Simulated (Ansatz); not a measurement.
Species: dimethylamine, C$_{2}$H$_{7}$N, net charge 0, singlet state. SMILES: CNC
Geometry: optimised at B3LYP-D3(BJ)/def2-TZVP (Ansatz, a quantum-chemistry and plane-wave program).

Wanted: atomisation energy (electronic, to ground-state atoms), in kcal/mol. Cores are frozen in the correlated levels unless marked. Open shells are spin-unrestricted. No spin-orbit coupling. Non-relativistic. The coupled-cluster limit lacks core correlation, which all-electron functionals hold. Basis-set limits of correlation are two-point, X^-3; Hartree-Fock from the larger set. [CCSD(T)-MP2]/basis is that difference in the basis named.

| level | program | atomisation energy (kcal/mol) | minus last row |
|---|---|---|---|
| HF/aug-cc-pVTZ | Ansatz | 634.4 | -235.7 |
| PBE/def2-TZVPD | Ansatz | 882.3 | 12.2 |
| BLYP/def2-TZVPD | Ansatz | 864.1 | -6.0 |
| B3LYP-D4/def2-TZVPD | Ansatz + dftd4 | 873.4 | 3.3 |
| PBE0-D3(BJ)/def2-TZVP | Ansatz + dftd3 | 871.7 | 1.6 |
| BHLYP-D4/def2-TZVPD | Ansatz + dftd4 | 850.3 | -19.8 |
| B2GP-PLYP-D4/def2-TZVPD | Ansatz + dftd4 | 857.5 | -12.6 |
| B2GP-PLYP/def2-TZVPD | Ansatz | 856.3 | -13.8 |
| B2PLYP-D3(BJ)/def2-TZVPD | Ansatz + dftd3 | 861.9 | -8.2 |
| RI-MP2/cc-pVTZ | Ansatz | 851.5 | -18.6 |
| RI-MP2/CBS(aug-cc-pVTZ,aug-cc-pVQZ) | Ansatz | 873.6 | 3.5 |
| CCSD/6-31G* | Ansatz | 778.1 | -92.0 |
| CCSD(T)/6-31G* | Ansatz | 783.8 | -86.3 |
| RI-MP2/CBS(aug-cc-pVTZ,aug-cc-pVQZ)+[CCSD(T)-MP2]/aug-cc-pVDZ | Ansatz | 869.4 | -0.7 |
| RI-MP2/CBS(aug-cc-pVTZ,aug-cc-pVQZ)+[CCSD(T)-MP2]/aug-cc-pVTZ | Ansatz | 870.1 | 0.0 |
